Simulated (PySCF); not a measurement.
Atoms are numbered as in `[CH3:1][n:2]1[cH:3][cH:4][n:5][n:6]1`. Each H is labelled by its parent atom.

Geometry: PBE0-D3(BJ)/def2-SVP; GIAO shifts from PySCF 2.14, gas phase, non-relativistic, averaged over equivalent atoms.

At OPBE/pcSseg-2 (286 basis functions, 52 s wall time on 1 thread of an Arm Neoverse V1, shared host):
```
atoms  δ (ppm)
   C4    136.2
   C3    122.4
   C1     37.2
   N6    381.5
   N5    368.0
   N2    249.0
H(C4)     7.72
H(C3)     7.35
H(C1)     4.00
```

Chemical shifts δ = σref − σ; TMS for 13C (184.41 ppm), 1H (31.20 ppm); 15N (262.82 ppm) vs NH3, all at this level.

Question: Estimate the result of repeating the calculation with BP86/pcSseg-2.

Answer: 
```json
{"atoms": "C4", "δ at BP86/pcSseg-2": "140.7", "change": "+4.5"}
{"atoms": "C3", "δ at BP86/pcSseg-2": "126.1", "change": "+3.7"}
{"atoms": "C1", "δ at BP86/pcSseg-2": "37.4", "change": "+0.2"}
{"atoms": "N6", "δ at BP86/pcSseg-2": "397.8", "change": "+16.3"}
{"atoms": "N5", "δ at BP86/pcSseg-2": "383.6", "change": "+15.6"}
{"atoms": "N2", "δ at BP86/pcSseg-2": "259.4", "change": "+10.4"}
{"atoms": "H(C4)", "δ at BP86/pcSseg-2": "7.67", "change": "-0.05"}
{"atoms": "H(C3)", "δ at BP86/pcSseg-2": "7.33", "change": "-0.02"}
{"atoms": "H(C1)", "δ at BP86/pcSseg-2": "4.03", "change": "+0.03"}
```

δ = σ(ref) − σ, references computed at the same level: 13C (σ = 179.17 ppm), 1H (σ = 31.23 ppm) vs TMS; 15N (σ = 259.23 ppm) against NH3.

The largest change is at N6 (pyridine-type nitrogen of an azole). Cost: 286 basis functions, 52 s wall time on 1 thread of an Arm Neoverse V1, shared host. The order of the carbon signals is the same at both levels.

Experimental scales use liquid or dissolved standards, which lie at an offset from isolated NH3 (liquid NH3: subtract about 20 ppm). Unscaled 15N shifts of sp2 nitrogen come out 20 to 40 ppm too high even then.
